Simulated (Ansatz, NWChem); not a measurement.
# NWChem → Ansatz

NWChem 7.3.0 runs this on C2F3N (cyanotrifluoromethane):

run.py:
```python
from ase import Atoms
from ase.calculators.nwchem import NWChem

molecule = Atoms('NCCFFF', positions=[
    [1.022100, -1.705100, 0.893500],
    [0.486200, -0.810600, 0.417800],
    [-0.206400, 0.345600, -0.197200],
    [-1.316000, -0.055800, -0.802300],
    [0.581500, 0.927000, -1.091500],
    [-0.525200, 1.234800, 0.733600],
])

calc = NWChem(
    label='c2f3n',
    theory='scf',
    memory='2200 mb',
    basis='STO-3G',
    basispar='spherical bse',
    scf={'nopen': '0', 'rhf': None, 'thresh': '1e-08', 'maxiter': '80'},
)
molecule.calc = calc

forces = molecule.get_forces()
e = molecule.get_potential_energy()
print(f"E = {e:.6f} eV")
print("forces (eV/A):")
for s, f in zip(molecule.symbols, forces):
    print(f"{s:2s} {f[0]:10.5f} {f[1]:10.5f} {f[2]:10.5f}")
print("dipole (e A):", molecule.get_dipole_moment().round(4))
```

```bash
$ export ASE_NWCHEM_COMMAND="nwchem PREFIX.nwi > PREFIX.nwo"
$ python run.py
```

The coordinates come from a PBE0-D4/def2-TZVP relaxation.

The shape is far from stationary at this level.

It gives a total energy of -422.626135 Eh.

Task: Write the same calculation for Ansatz 0.2.0 as an input file of the program's own.

Result: This input was run:

run.yaml:
```yaml
crystal:
  periodic: [false, false, false]
  atoms:
    - symbol: "N"
      position_ang: [1.022100, -1.705100, 0.893500]
    - symbol: C
      position_ang: [0.486200, -0.810600, 0.417800]
    - symbol: C
      position_ang: [-0.206400, 0.345600, -0.197200]
    - symbol: F
      position_ang: [-1.316000, -0.055800, -0.802300]
    - symbol: F
      position_ang: [0.581500, 0.927000, -1.091500]
    - symbol: F
      position_ang: [-0.525200, 1.234800, 0.733600]
basis:
  gaussian:
    orbitals: STO-3G
magnetization:
  spin_polarized: false
output: {forces: true, orbitals: {seedname: orbitals}}
hamiltonian:
  xc: hf
accuracy: high
```

```bash
$ ansatz run run.yaml --threads 1 --pin off --max-ram 2610MiB --events-out events.jsonl --progress --plain --runs-dir runs
```

Its energy is -422.626135 Eh, 0.000 mEh from the first.
